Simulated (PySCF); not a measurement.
A species of formula C2H6N (doublet) has this rotational fingerprint, computed with PySCF, PBE0-D3(BJ)/def2-SVP geometry optimisation, gas phase:

| Quantity | Value |
| --- | --- |
| Rotational constants | A = 43389, B = 9786, C = 8520 MHz |
| Dipole components | \|μa\| = 1.00 D, \|μb\| = 0.74 D, \|μc\| = 0.12 D |
| Inertial defect | -3.97 u·Å² |
| κ | -0.93 |

Question: Which candidate fits, each taken in the one conformer that was computed?
A. `[CH2:1][NH:2][CH3:3]` (doublet state) with H–C1–N2–C3 37° and -176°
B. `C[N]C` (dimethylaminyl)

Answer: A. It is [CH2]NC, a near-prolate asymmetric top. The candidates at the same level (rigid rotor, commonest isotopes):

```
 SMILES  A (MHz)  B (MHz)  C (MHz)  μa (D)  μb (D)  μc (D)  Δ (u·Å²)  point group                        rotor
[CH2]NC    43389     9786     8520    1.00    0.74    0.12     -3.97            –  near-prolate asymmetric top
  C[N]C    40717     9772     8741    0.00    1.77    0.01     -6.31            –  near-prolate asymmetric top
```

`C[N]C` has A 6 % too low. No structure here is proved a minimum.
